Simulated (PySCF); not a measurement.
Screening by computed properties: pick the candidate that meets the target.

All species are isolated and taken at one optimised geometry, non-relativistic unless stated. Electronic properties by PySCF.

Dipoles, sizes and rotational constants follow the conformer. The torsions of the flexible species, by atom-mapped SMILES:
- `[CH3:1][C:2]#[C:3][Si:4]([PH2:5])([CH2:6][CH3:7])[CH2:8][CH3:9]`: C3–Si4–C6–C7 -65°, C3–Si4–C8–C9 67°, H–P5–Si4–C3 47°, H–P5–Si4–C3 -45°
- `[CH:1]#[C:2][C:3](=[CH2:4])[SiH+:5][CH2:6][CH3:7]`: C2–C3–Si5–C6 -3°, C3–Si5–C6–C7 -118°
- `[CH:1]#[C:2][P:3]([SiH2:4][CH3:5])[C:6]([CH3:7])([CH3:8])[CH3:9]`: C2–P3–Si4–C5 -76°, C2–P3–C6–C7 -175°
- `[CH3:1][O:2][Si@H:3]([OH:4])[n:5]1[cH:6][cH:7][cH:8][n:9]1`: C1–O2–Si3–O4 -60°, O2–Si3–N5–C6 -42°, H–O4–Si3–O2 -140°
- `[F:1][C:2]([F:3])([F:4])[c:5]1[cH:6][c:7]2[s:8][cH:9][c:10]([Cl:11])[c:12]2[o:13]1`: F1–C2–C5–C6 -120°
- `[CH:1]#[C:2][P@@:3]([CH3:4])(=[N:5][SiH3:6])[C:7]([F:8])([F:9])[F:10]`: C2–P3–C7–F8 51°
- `[CH3:1][C:2]#[C:3][SiH2:4][NH:5][Si@@H:6]([NH2:7])[C:8]([F:9])([F:10])[F:11]`: C3–Si4–N5–Si6 -170°, Si4–N5–Si6–N7 -169°, N5–Si6–C8–F9 -171°, H–N7–Si6–N5 155°, H–N7–Si6–N5 -65°

Question: Wanted: smallest rotational constant above 0.72 GHz (GFN2-xTB) and HOMO energy below -10 eV (PBE0/pcSseg-1), at GFN2-xTB geometries. Which candidate meets both?
A. `CC[SiH+]C(=C)C#C`
B. `P(C#C)(C(C)(C)C)[SiH2]C`
C. `CO[Si@H](O)n1cccn1`
D. `CC#C[Si](P)(CC)CC`

Answer: A. Computed values:
```
                species  smallest rotational constant  HOMO energy
      CC#C[Si](P)(CC)CC                     0.623 GHz     -6.99 eV
P(C#C)(C(C)(C)C)[SiH2]C                     0.694 GHz     -6.57 eV
     CO[Si@H](O)n1cccn1                     0.751 GHz     -7.25 eV
       CC[SiH+]C(=C)C#C                     1.000 GHz    -11.79 eV
```

Question: Wanted: dipole moment above 3.6 D (PBE0/pcSseg-1) and HOMO–LUMO gap below 7.4 eV (PBE0/pcSseg-1), at GFN2-xTB geometries. Which candidate meets both?
A. `C#C[P@@](C)(=N[SiH3])C(F)(F)F`
B. `CC#C[Si](P)(CC)CC`
C. `c12ccccc1C(=O)C=CC2=O`
D. `CC#C[SiH2]N[Si@@H](N)C(F)(F)F`
E. `s1c2cc(oc2c(c1)Cl)C(F)(F)F`

Answer: A. Computed values:
| species | dipole moment | HOMO–LUMO gap |
| --- | --- | --- |
| c12ccccc1C(=O)C=CC2=O | 1.40 D | 4.44 eV |
| CC#C[Si](P)(CC)CC | 2.17 D | 7.25 eV |
| s1c2cc(oc2c(c1)Cl)C(F)(F)F | 3.14 D | 5.45 eV |
| C#C[P@@](C)(=N[SiH3])C(F)(F)F | 4.00 D | 6.37 eV |
| CC#C[SiH2]N[Si@@H](N)C(F)(F)F | 4.60 D | 7.47 eV |
